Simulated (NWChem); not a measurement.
Molecule: difluoromethane (CH₂F₂); SMILES C(F)F

Results from NWChem. Medium grid unless said otherwise, to which SCAN and Minnesota functionals are sensitive. Structure relaxed at the PBE0/def2-SVP level. Hybrids' shares of exact exchange are those that their runs print; pure functionals count as 0. The functionals differ in more than this share.

| row | share of exact exchange | orbital gap (eV) |
|---|---|---|
| LDA (Slater exchange, VWN5)/def2-TZVPD | 0.00 | 8.04 |
| PBE/def2-TZVPD | 0.00 | 7.93 |
| B3LYP/def2-TZVPD | 0.20 | 9.80 |
| PBE0/def2-TZVPD | 0.25 | 10.33 |
| M06-2X/def2-TZVPD | 0.54 | withheld |
| Hartree-Fock/def2-TZVPD | 1.00 | 16.33 |

Q: Fit a straight line of the last column on the one before it, predict the withheld value, and compare with the run.

A: 
1. Means of the 5 shown rows: x = 0.290, y = 10.486. Slope Σ(x − x̄)(y − ȳ)/Σ(x − x̄)² = 5.668/0.6820 = 8.311; intercept 8.076.
2. The shown rows scatter about the line by 0.110 (root mean square); the largest residual is +0.18, at PBE0/def2-TZVPD.
3. At x = 0.54 (M06-2X/def2-TZVPD; inside the shown range) the line gives 12.56.
4. The run gives 12.07, -0.49 from the line, 4.4 times the scatter.
